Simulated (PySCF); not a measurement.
**PH⁺: script and output**

File input.py (PySCF 2.14):

```python
from pyscf import gto, scf
from pyscf.geomopt.geometric_solver import optimize

mol = gto.M(
    atom='P 0 0 0; H 0 0 1.337',
    basis='jorge-dzp-dkh',
    charge=1,
    spin=1,
    verbose=4,
)
mf = scf.ROHF(mol)
mf = mf.sfx2c1e()
mf.kernel()
mol_eq = optimize(mf, maxsteps=30)
print('optimised geometry (angstrom)')
print(mol_eq.tostring('raw'))
print('orbital energies (hartree):', mf.mo_energy[..., max(0, mol.nelec[1]-3):mol.nelec[0]+3].round(4))
```

```bash
$ OMP_NUM_THREADS=1 python input.py
```

It prints (some set-up lines and the per-cycle HOMO/LUMO lines with their warnings removed):

```
PySCF version 2.14.0

[INPUT] verbose = 4
[INPUT] num. atoms = 2
[INPUT] num. electrons = 15
[INPUT] charge = 1
[INPUT] spin (= nelec alpha-beta = 2S) = 1
[INPUT] symmetry False subgroup None
[INPUT] Mole.unit = angstrom
[INPUT] Symbol           X                Y                Z      unit          X                Y                Z       unit  Magmom
[INPUT]  1 P      0.000000000000   0.000000000000   0.000000000000 AA    0.000000000000   0.000000000000   0.000000000000 Bohr   0.0
[INPUT]  2 H      0.000000000000   0.000000000000   1.337000000000 AA    0.000000000000   0.000000000000   2.526563828543 Bohr   0.0

nuclear repulsion = 5.93691710082274
number of shells = 15
number of NR pGTOs = 51
number of NR cGTOs = 29
basis = jorge-dzp-dkh
ecp = {}

******** <class 'pyscf.x2c.sfx2c1e.sfX2C1eROHF'> ********
method = sfX2C1eROHF
initial guess = minao
damping factor = 0
level_shift factor = 0
DIIS = <class 'pyscf.scf.diis.CDIIS'>
diis_start_cycle = 1
diis_space = 8
diis_damp = 0
SCF conv_tol = 1e-09
SCF conv_tol_grad = None
SCF max_cycles = 50
direct_scf = True
direct_scf_tol = 1e-13
num. doubly occ = 7  num. singly occ = 1

******** <class 'pyscf.x2c.sfx2c1e.SpinFreeX2CHelper'> ********
approx = 1e
xuncontract = 1
Set gradient conv threshold to 3.16228e-05
init E= -341.81212253144

cycle= 1 E= -341.687920947789  delta_E= 0.124  |g|= 0.299  |ddm|= 0.934
cycle= 2 E= -341.733734529814  delta_E= -0.0458  |g|= 0.0751  |ddm|= 0.544
cycle= 3 E= -341.734386905296  delta_E= -0.000652  |g|= 0.0119  |ddm|= 0.0447
cycle= 4 E= -341.734435776917  delta_E= -4.89e-05  |g|= 0.00231  |ddm|= 0.0121
cycle= 5 E= -341.734439035789  delta_E= -3.26e-06  |g|= 0.000346  |ddm|= 0.0034
cycle= 6 E= -341.734439118982  delta_E= -8.32e-08  |g|= 3.52e-05  |ddm|= 0.000621
cycle= 7 E= -341.734439119891  delta_E= -9.08e-10  |g|= 4.54e-06  |ddm|= 8.4e-05
Extra cycle  E= -341.734439119907  delta_E= -1.61e-11  |g|= 1.49e-06  |ddm|= 9.49e-06
converged SCF energy = -341.734439119907
Create scanner for <class 'pyscf.grad.rohf.Gradients'>
Create scanner for <class 'pyscf.x2c.sfx2c1e.sfX2C1eROHF'>
input.py

Current date and time:

#|     Arguments passed to driver run_optimizer():      |#
customengine              <pyscf.geomopt.geometric_solver.PySCFEngine object>
logIni                    <dir>
maxiter                   30
----------------------------------------------------------
Custom engine selected.
Bonds will be generated from interatomic distances less than 1.20 times sum of covalent radii
6 internal coordinates being used (instead of 6 Cartesians)
Internal coordinate system (atoms numbered from 1):
Distance 1-2
Translation-X 1-2
Translation-Y 1-2
Translation-Z 1-2
Rotation-A 1-2
Rotation-B 1-2
Rotation-C 1-2
<class 'geometric.internal.Distance'> : 1
<class 'geometric.internal.TranslationX'> : 1
<class 'geometric.internal.TranslationY'> : 1
<class 'geometric.internal.TranslationZ'> : 1
<class 'geometric.internal.RotationA'> : 1
<class 'geometric.internal.RotationB'> : 1
<class 'geometric.internal.RotationC'> : 1
> ===== Optimization Info: ====
> Job type: Energy minimization
> Maximum number of optimization cycles: 30
> Initial / maximum trust radius (Angstrom): 0.100 / 0.300
> Convergence Criteria:
> Will converge when all 5 criteria are reached:
>  |Delta-E| < 1.00e-06
>  RMS-Grad  < 3.00e-04
>  Max-Grad  < 4.50e-04
>  RMS-Disp  < 1.20e-03
>  Max-Disp  < 1.80e-03
> === End Optimization Info ===

Geometry optimization cycle 1
Cartesian coordinates (Angstrom)
 Atom        New coordinates             dX        dY        dZ
   P   0.000000   0.000000   0.000000    0.000000  0.000000  0.000000
   H   0.000000   0.000000   1.337000    0.000000  0.000000  0.000000

WARN: Mole.unit (angstrom) is changed to Bohr

New geometry
   1 P      0.000000000000   0.000000000000   0.000000000000 AA    0.000000000000   0.000000000000   0.000000000000 Bohr
   2 H      0.000000000000   0.000000000000   1.337000000000 AA    0.000000000000   0.000000000000   2.526563828543 Bohr

******** <class 'pyscf.scf.hf.sfX2C1eROHF_Scanner'> ********
method = sfX2C1eROHF_Scanner
initial guess = minao
damping factor = 0
level_shift factor = 0
DIIS = <class 'pyscf.scf.diis.CDIIS'>
diis_start_cycle = 1
diis_space = 8
diis_damp = 0
SCF conv_tol = 1e-09
SCF conv_tol_grad = None
SCF max_cycles = 50
direct_scf = True
direct_scf_tol = 1e-13
num. doubly occ = 7  num. singly occ = 1

******** <class 'pyscf.x2c.sfx2c1e.SpinFreeX2CHelper'> ********
approx = 1e
xuncontract = 1
Set gradient conv threshold to 3.16228e-05
init E= -341.734439119907
cycle= 1 E= -341.734439119908  delta_E= -1.59e-12  |g|= 5.2e-07  |ddm|= 3e-06
Extra cycle  E= -341.734439119909  delta_E= -5.68e-13  |g|= 1.86e-07  |ddm|= 9.8e-07
converged SCF energy = -341.734439119909

******** <class 'pyscf.grad.rhf.Gradients_Scanner'> for <class 'pyscf.scf.hf.sfX2C1eROHF_Scanner'> ********
unit = Eh/Bohr
--------------- sfX2C1eROHF_Scanner gradients ---------------
         x                y                z
0 P     0.0000000000    -0.0000000000     0.0475305969
1 H    -0.0000000000     0.0000000000    -0.0475305969
----------------------------------------------
cycle 1: E = -341.73443912  dE = -341.734  norm(grad) = 0.0672184
Step    0 : Gradient = 4.753e-02/4.753e-02 (rms/max) Energy = -341.7344391199
Hessian Eigenvalues: 5.00000e-02 5.00000e-02 5.00000e-02 ... 5.00000e-02 5.00000e-02 2.66637e-01

Geometry optimization cycle 2
Cartesian coordinates (Angstrom)
 Atom        New coordinates             dX        dY        dZ
   P  -0.000000   0.000000  -0.047165   -0.000000  0.000000 -0.047165
   H   0.000000  -0.000000   1.384165    0.000000 -0.000000  0.047165
New geometry
   1 P     -0.000000000105   0.000000000103  -0.047165435546 AA   -0.000000000198   0.000000000194  -0.089129755728 Bohr
   2 H      0.000000000105  -0.000000000103   1.384165435546 AA    0.000000000198  -0.000000000194   2.615693584272 Bohr

******** <class 'pyscf.scf.hf.sfX2C1eROHF_Scanner'> ********
method = sfX2C1eROHF_Scanner
initial guess = minao
damping factor = 0
level_shift factor = 0
DIIS = <class 'pyscf.scf.diis.CDIIS'>
diis_start_cycle = 1
diis_space = 8
diis_damp = 0
SCF conv_tol = 1e-09
SCF conv_tol_grad = None
SCF max_cycles = 50
direct_scf = True
direct_scf_tol = 1e-13
num. doubly occ = 7  num. singly occ = 1

******** <class 'pyscf.x2c.sfx2c1e.SpinFreeX2CHelper'> ********
approx = 1e
xuncontract = 1
Set gradient conv threshold to 3.16228e-05
init E= -341.684858336793
cycle= 1 E= -341.737893147117  delta_E= -0.053  |g|= 0.0197  |ddm|= 0.0567
cycle= 2 E= -341.738086778721  delta_E= -0.000194  |g|= 0.0032  |ddm|= 0.0201
cycle= 3 E= -341.738091355386  delta_E= -4.58e-06  |g|= 0.000709  |ddm|= 0.0039
cycle= 4 E= -341.738091682582  delta_E= -3.27e-07  |g|= 0.000112  |ddm|= 0.00127
cycle= 5 E= -341.738091690777  delta_E= -8.2e-09  |g|= 1.17e-05  |ddm|= 0.000245
cycle= 6 E= -341.738091690856  delta_E= -7.92e-11  |g|= 1.7e-06  |ddm|= 2.91e-05
Extra cycle  E= -341.738091690857  delta_E= -1.36e-12  |g|= 4.68e-07  |ddm|= 2.28e-06
converged SCF energy = -341.738091690857

******** <class 'pyscf.grad.rhf.Gradients_Scanner'> for <class 'pyscf.scf.hf.sfX2C1eROHF_Scanner'> ********
unit = Eh/Bohr
--------------- sfX2C1eROHF_Scanner gradients ---------------
         x                y                z
0 P    -0.0000000000     0.0000000000    -0.0030687407
1 H     0.0000000000    -0.0000000000     0.0030687407
----------------------------------------------
cycle 2: E = -341.738091691  dE = -0.00365257  norm(grad) = 0.00433985
Step    1 : Displace = 4.717e-02/4.717e-02 (rms/max) Trust = 1.000e-01 (=) Grad = 3.069e-03/3.069e-03 (rms/max) E (change) = -341.7380916909 (-3.653e-03) Quality = 0.862
Hessian Eigenvalues: 5.00000e-02 5.00000e-02 5.00000e-02 ... 5.00000e-02 5.00000e-02 2.83852e-01

Geometry optimization cycle 3
Cartesian coordinates (Angstrom)
 Atom        New coordinates             dX        dY        dZ
   P  -0.000000   0.000000  -0.044305   -0.000000 -0.000000  0.002860
   H   0.000000  -0.000000   1.381305    0.000000  0.000000 -0.002860
New geometry
   1 P     -0.000000000109   0.000000000089  -0.044304953644 AA   -0.000000000206   0.000000000167  -0.083724228348 Bohr
   2 H      0.000000000109  -0.000000000089   1.381304953644 AA    0.000000000206  -0.000000000167   2.610288056892 Bohr

******** <class 'pyscf.scf.hf.sfX2C1eROHF_Scanner'> ********
method = sfX2C1eROHF_Scanner
initial guess = minao
damping factor = 0
level_shift factor = 0
DIIS = <class 'pyscf.scf.diis.CDIIS'>
diis_start_cycle = 1
diis_space = 8
diis_damp = 0
SCF conv_tol = 1e-09
SCF conv_tol_grad = None
SCF max_cycles = 50
direct_scf = True
direct_scf_tol = 1e-13
num. doubly occ = 7  num. singly occ = 1

******** <class 'pyscf.x2c.sfx2c1e.SpinFreeX2CHelper'> ********
approx = 1e
xuncontract = 1
Set gradient conv threshold to 3.16228e-05
init E= -341.741367676856
cycle= 1 E= -341.738110661894  delta_E= 0.00326  |g|= 0.00118  |ddm|= 0.00315
cycle= 2 E= -341.738111373478  delta_E= -7.12e-07  |g|= 0.000193  |ddm|= 0.00123
cycle= 3 E= -341.738111389759  delta_E= -1.63e-08  |g|= 4.3e-05  |ddm|= 0.000233
cycle= 4 E= -341.73811139098  delta_E= -1.22e-09  |g|= 6.81e-06  |ddm|= 7.85e-05
cycle= 5 E= -341.73811139101  delta_E= -3.08e-11  |g|= 7.84e-07  |ddm|= 1.51e-05
Extra cycle  E= -341.738111391011  delta_E= -2.27e-13  |g|= 2.33e-07  |ddm|= 1.49e-06
converged SCF energy = -341.738111391011

******** <class 'pyscf.grad.rhf.Gradients_Scanner'> for <class 'pyscf.scf.hf.sfX2C1eROHF_Scanner'> ********
unit = Eh/Bohr
--------------- sfX2C1eROHF_Scanner gradients ---------------
         x                y                z
0 P     0.0000000000    -0.0000000000    -0.0005649065
1 H    -0.0000000000     0.0000000000     0.0005649065
----------------------------------------------
cycle 3: E = -341.738111391  dE = -1.97002e-05  norm(grad) = 0.000798898
Step    2 : Displace = 2.860e-03/2.860e-03 (rms/max) Trust = 1.414e-01 (+) Grad = 5.649e-04/5.649e-04 (rms/max) E (change) = -341.7381113910 (-1.970e-05) Quality = 1.188
Hessian Eigenvalues: 5.00000e-02 5.00000e-02 5.00000e-02 ... 5.00000e-02 5.00000e-02 2.31599e-01

Geometry optimization cycle 4
Cartesian coordinates (Angstrom)
 Atom        New coordinates             dX        dY        dZ
   P  -0.000000   0.000000  -0.043660   -0.000000  0.000000  0.000645
   H   0.000000  -0.000000   1.380660    0.000000 -0.000000 -0.000645
New geometry
   1 P     -0.000000000132   0.000000000096  -0.043659581529 AA   -0.000000000250   0.000000000181  -0.082504651802 Bohr
   2 H      0.000000000132  -0.000000000096   1.380659581529 AA    0.000000000250  -0.000000000181   2.609068480346 Bohr

******** <class 'pyscf.scf.hf.sfX2C1eROHF_Scanner'> ********
method = sfX2C1eROHF_Scanner
initial guess = minao
damping factor = 0
level_shift factor = 0
DIIS = <class 'pyscf.scf.diis.CDIIS'>
diis_start_cycle = 1
diis_space = 8
diis_damp = 0
SCF conv_tol = 1e-09
SCF conv_tol_grad = None
SCF max_cycles = 50
direct_scf = True
direct_scf_tol = 1e-13
num. doubly occ = 7  num. singly occ = 1

******** <class 'pyscf.x2c.sfx2c1e.SpinFreeX2CHelper'> ********
approx = 1e
xuncontract = 1
Set gradient conv threshold to 3.16228e-05
init E= -341.738847089086
cycle= 1 E= -341.738112032522  delta_E= 0.000735  |g|= 0.000266  |ddm|= 0.000716
cycle= 2 E= -341.738112068778  delta_E= -3.63e-08  |g|= 4.35e-05  |ddm|= 0.000276
cycle= 3 E= -341.738112069609  delta_E= -8.31e-10  |g|= 9.72e-06  |ddm|= 5.28e-05
Extra cycle  E= -341.738112069667  delta_E= -5.76e-11  |g|= 2.94e-06  |ddm|= 1.43e-05
converged SCF energy = -341.738112069667

******** <class 'pyscf.grad.rhf.Gradients_Scanner'> for <class 'pyscf.scf.hf.sfX2C1eROHF_Scanner'> ********
unit = Eh/Bohr
--------------- sfX2C1eROHF_Scanner gradients ---------------
         x                y                z
0 P    -0.0000000000     0.0000000000     0.0000095648
1 H     0.0000000000    -0.0000000000    -0.0000095648
----------------------------------------------
cycle 4: E = -341.73811207  dE = -6.78656e-07  norm(grad) = 1.35267e-05
Step    3 : Displace = 6.454e-04/6.454e-04 (rms/max) Trust = 2.000e-01 (+) Grad = 9.565e-06/9.565e-06 (rms/max) E (change) = -341.7381120697 (-6.787e-07) Quality = 0.985
Hessian Eigenvalues: 5.00000e-02 5.00000e-02 5.00000e-02 ... 5.00000e-02 5.00000e-02 2.31599e-01
Converged! =D

    #| If this code has benefited your research, please support us by citing: |#
    #| Wang, L.-P.; Song, C.C. (2016) "Geometry optimization made simple with |#
    #| translation and rotation coordinates", J. Chem, Phys. 144, 214108.     |#
    #|                                     |#
optimised geometry (angstrom)
P          -0.00000000        0.00000000       -0.04365958
H           0.00000000       -0.00000000        1.38065958
orbital energies (hartree): [-5.7819 -1.1207 -0.7831 -0.4723 -0.32   -0.0681  0.1213]
```

In short: E(SCF) = -341.734439 Eh, 7 cycles, all at the start geometry; optimised bond 1.424 Å with E = -341.738112 Eh after 4 steps.

Hardware: AMD EPYC 9R45, 1 thread, shared host. Wall time 0.83 s, peak memory 0.14 GiB.

The last line lists the levels of the start geometry. No search for the lowest solution was made.
